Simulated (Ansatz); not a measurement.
The same path of BH3O + H2O (8 atoms, charge 0, multiplicity 1) was run twice with different band settings. Lost on the way: B1–H2, O6–H8. Made: B1–O6, H2–H8.

These are results of Ansatz, RKS r2SCAN-D4/def2-SVP, not measurements.

Relaxed end points:

```xyz
8
Properties=species:S:1:pos:R:3
B -0.038 -0.122 -0.003
H 0.463 -0.800 0.872
H 0.666 0.435 -0.825
O -1.332 -0.386 -0.429
H -1.775 -1.015 0.150
O -0.384 1.528 1.067
H 0.229 2.174 0.686
H -1.230 1.717 0.628
```

```xyz
8
Properties=species:S:1:pos:R:3
B -0.559 0.320 -0.672
H 1.035 0.566 3.031
H 0.316 -0.184 -1.337
O -1.832 -0.168 -0.629
H -1.950 -0.953 -1.176
O -0.251 1.423 0.057
H -1.019 1.748 0.548
H 0.859 0.780 2.324
```

Common settings: climbing image yes; spring 5.0 eV/Å²; optimiser quadratic models (default); start path through a guess of the saddle point; force threshold 0.05 eV/Å; iteration limit 60; end points relaxed.

| run | movable images |
| --- | --- |
| 1 | 5 |
| 2 | 2 |

What does each run give, and how far can it be trusted?

Run 1: converged after 31 iterations, highest image 0.202 eV above the first end. The profile has 2 maxima (images 2, 4) with wells between them (image 3): this band takes more than one step, which may be the mechanism or a detour left from its start path. Neighbouring images differ by up to 1.3 eV, so the band resolves the path poorly. A vibrational analysis at the climbing image gives 2 clearly imaginary modes (337i, 49i cm⁻¹): a point of higher order. A lower path may pass nearby, or the ends, which weren't checked, may share the extra mode.
Run 2: converged after 24 iterations, highest image 0.143 eV above the first end. The order of the point at the top wasn't checked. So few images can step over the top or miss a turn of the path.
The orbitals stay closed-shell, which can raise the energy where a bond breaks towards radicals; this wasn't checked here.
